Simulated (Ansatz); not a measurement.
# AlH2F + HCl: a complex and its separated parts

The complex below is one end of an elementary step. How strongly is it bound against its free parts?

The runs use Ansatz 0.2.0, Gaussian basis; PBE0-D4/def2-TZVP structures, single points in def2-TZVPP, no counterpoise correction.

Levels: SPW92, PBE-D4, BLYP-D4, r2SCAN-D4, B97M-V, PBE0-D4, B3LYP-D4, r2SCAN0-D4, BHLYP-D4, CAM-B3LYP-D4, wB97X-V, wB97M-V, B2PLYP, PBE-QIDH, RPA on PBE, Hartree-Fock, MP2, CCSD, CCSD(T).

Correlated methods freeze the cores. B3LYP uses VWN-RPA correlation. B2PLYP carries no dispersion term here.

78 further runs of the same task are left out: 78 set aside as unsound or not needed.

## 1. Starting geometry

The complex: 6 atoms, charge 0, spin multiplicity 1.

Atoms are counted from 1 here; the program's logs count them from 0.

Bond lengths: Al1–F2 1.675 Å, Al1–H3 1.578 Å, Al1–H4 1.578 Å, Al1–Cl6 2.620 Å, H5–Cl6 1.290 Å. Angles: F2–Al1–H3 116.3°, F2–Al1–H4 116.3°, F2–Al1–Cl6 84.4°, H3–Al1–H4 125.0°, H3–Al1–Cl6 100.0°, H4–Al1–Cl6 100.0°, Al1–Cl6–H5 80.2°.

Geometry (Å):

```mol
AlClFH3
  3D, bonds by distance, orders not assigned

  6  5  0  0  0  0  0  0  0  0999 V2000
   -0.6634    0.3267   -0.3467 Al  0  0
   -0.9733   -0.5771    1.0293 F   0  0
   -0.8893   -0.4036   -1.7275 H   0  0
   -0.5839    1.8910   -0.1522 H   0  0
    1.2731   -0.9214    1.0934 H   0  0
    1.8369   -0.3155    0.1037 Cl  0  0
  1  2  8  0
  1  3  8  0
  1  4  8  0
  1  6  8  0
  5  6  8  0
M  END
```

Its parts: AlH2F holds atoms 1, 2, 3, 4; HCl holds atoms 5, 6. Each part counts its atoms afresh in its own runs.

## 2. Relaxing AlH2F alone

File relax-a/in.yaml:

```yaml
crystal:
  periodic: [false, false, false]
  atoms:
    - {symbol: Al, position_ang: [-0.663408, 0.326724, -0.346697]}
    - {symbol: F, position_ang: [-0.973288, -0.577063, 1.029253]}
    - {symbol: H, position_ang: [-0.889344, -0.403586, -1.727530]}
    - {symbol: H, position_ang: [-0.583930, 1.890984, -0.152238]}
basis:
  gaussian: {orbitals: def2-TZVP}
hamiltonian: {xc: pbe0, dispersion: d4}
relax: {f_tol: 0.005, max_steps: 200}
```

Command:

```console
$ ansatz run in.yaml --threads 2 --pin off --events-out ev --progress --plain --max-ram 4352MiB
```

The runs that follow: Relaxing HCl alone; SPW92/def2-TZVPP; PBE-D4/def2-TZVPP; BLYP-D4/def2-TZVPP; r2SCAN-D4/def2-TZVPP; B97M-V/def2-TZVPP; PBE0-D4/def2-TZVPP; B3LYP-D4/def2-TZVPP; r2SCAN0-D4/def2-TZVPP; BHLYP-D4/def2-TZVPP; CAM-B3LYP-D4/def2-TZVPP; wB97X-V/def2-TZVPP; wB97M-V/def2-TZVPP; B2PLYP/def2-TZVPP; PBE-QIDH/def2-TZVPP; RPA on PBE/def2-TZVPP; CCSD(T)/def2-TZVPP; Vibrations of AlH2F; Vibrations of HCl.

Before running it: what results should come out? Wanted: complex less parts, CCSD(T)/def2-TZVPP; with zero-point energy; largest T1 diagnostic.

As calculated:

```
                              quantity          value
complex less parts, CCSD(T)/def2-TZVPP  -7.6 kcal/mol
                with zero-point energy  -5.9 kcal/mol
                 largest T1 diagnostic          0.012
```

**Reading.** At CCSD(T) the complex lies 7.6 kcal/mol below its parts. Among the functionals B3LYP-D4 lands nearest to CCSD(T) (-0.1 kcal/mol) and SPW92 farthest (-6.0 kcal/mol). Mean unsigned error by rung: LDA 6.0, GGA 1.0, meta-GGA 1.3, hybrid 1.0, range-separated hybrid 1.0, double hybrid 0.8 kcal/mol. PBE-D4 gives a relative energy 1.7 kcal/mol too low, outside chemical accuracy (1 kcal/mol). No counterpoise was applied, and triple zeta lacks some correlation, so the CCSD(T) reference has a basis error of its own, and close matches with it are partly luck.
